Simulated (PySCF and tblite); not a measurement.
The numbers below are computed, except where a source is named.
Stationary points of C4H7NS at GFN2-xTB, in Å:

Structure A

```
 1 C     1.983   -0.253    0.194
 2 C     0.848    0.130    0.746
 3 N    -0.366    0.218    0.016
 4 C    -1.144   -0.991   -0.100
 5 C    -0.768    1.380   -0.501
 6 S    -2.145    1.631   -1.346
 7 H     2.890   -0.323    0.766
 8 H     2.043   -0.507   -0.852
 9 H     0.776    0.392    1.796
10 H    -1.403   -1.369    0.891
11 H    -2.054   -0.758   -0.653
12 H    -0.577   -1.756   -0.634
13 H    -0.084    2.205   -0.324
```

Structure B

```
 1 C     1.796   -0.643    0.569
 2 C     0.986    0.395    0.400
 3 N    -0.314    0.340   -0.074
 4 C    -0.877   -0.942   -0.429
 5 C    -1.041    1.461   -0.202
 6 S    -2.579    1.559   -0.744
 7 H     2.790   -0.492    0.945
 8 H     1.515   -1.657    0.349
 9 H     1.319    1.396    0.639
10 H    -0.892   -1.601    0.440
11 H    -1.895   -0.782   -0.780
12 H    -0.288   -1.404   -1.224
13 H    -0.525    2.370    0.093
```

Structure C

```
 1 C     2.074    0.258    0.290
 2 C     0.890   -0.298    0.518
 3 N    -0.330    0.025   -0.066
 4 C    -1.421   -0.894    0.172
 5 C    -0.520    1.124   -0.811
 6 S    -1.910    1.550   -1.559
 7 H     2.939   -0.090    0.823
 8 H     2.238    1.053   -0.415
 9 H     0.805   -1.113    1.224
10 H    -1.597   -1.003    1.243
11 H    -2.317   -0.496   -0.302
12 H    -1.194   -1.871   -0.256
13 H     0.342    1.775   -0.896
```

Level: B3LYP/pcSseg-1 + D3(BJ) on GFN2-xTB stationary points, with GFN2-xTB thermal terms.

Which structure is a saddle point, and along which motion?

A: one imaginary mode (143i cm⁻¹ at GFN2-xTB, mostly on C1, H9, H8), along the rotation about the C2–N3 bond (torsion C1–C2–N3–C4 from 0° to 169°, rising).

Give their symmetry and energies above the lowest.

A C1, 7.5 kcal/mol; B Cs, 0.0 kcal/mol; C C1, 3.7 kcal/mol.
